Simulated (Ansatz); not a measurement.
One change: `FC(F)(F)Cl` becomes `CCC(F)(F)F`.

Ansatz, PBE0-D4/def2-TZVP geometries, multiplicity 1. 

| property | `FC(F)(F)Cl` |
| --- | --- |
| HOMO–LUMO gap (PBE/def2-TZVPP) / eV | 7.39 |
| HOMO–LUMO gap (PBE0/def2-TZVPP) / eV | 10.15 |
| size of the dipole moment (PBE/def2-TZVPP) / D | 0.25 |
| size of the dipole moment (B3LYP/def2-TZVPP) / D | 0.40 |
| LUMO energy (PBE0/def2-TZVPP) / eV | 0.10 |
| ideal-gas entropy at 298 K and 1 bar (rigid rotor, harmonic PBE0-D4/def2-TZVP) / J/(mol·K) | 285 |

(1) Give the same properties after the change, and the shifts. (Best estimate.)

## Answers

(1) Ansatz gave: 
| property | `CCC(F)(F)F` | shift |
| --- | --- | --- |
| HOMO–LUMO gap (PBE/def2-TZVPP) / eV | 9.03 | 1.64 |
| HOMO–LUMO gap (PBE0/def2-TZVPP) / eV | 11.46 | 1.31 |
| size of the dipole moment (PBE/def2-TZVPP) / D | 2.23 | 1.98 |
| size of the dipole moment (B3LYP/def2-TZVPP) / D | 2.38 | 1.98 |
| LUMO energy (PBE0/def2-TZVPP) / eV | 1.21 | 1.11 |
| ideal-gas entropy at 298 K and 1 bar (rigid rotor, harmonic PBE0-D4/def2-TZVP) / J/(mol·K) | 326 | 41 |

With PBE0 the HOMO falls by 0.20 eV and the LUMO rises by 1.11 eV, so the gap widens by about 1.31 eV. PBE moves the HOMO by -0.16 eV and ωB97M-V by -0.23 eV. The zero-point energy changes by 173.4 kJ/mol with +18 modes. Dipoles are sizes alone; their direction can turn.

B3LYP here is the variant with VWN-RPA as its local correlation; programs differ in this.
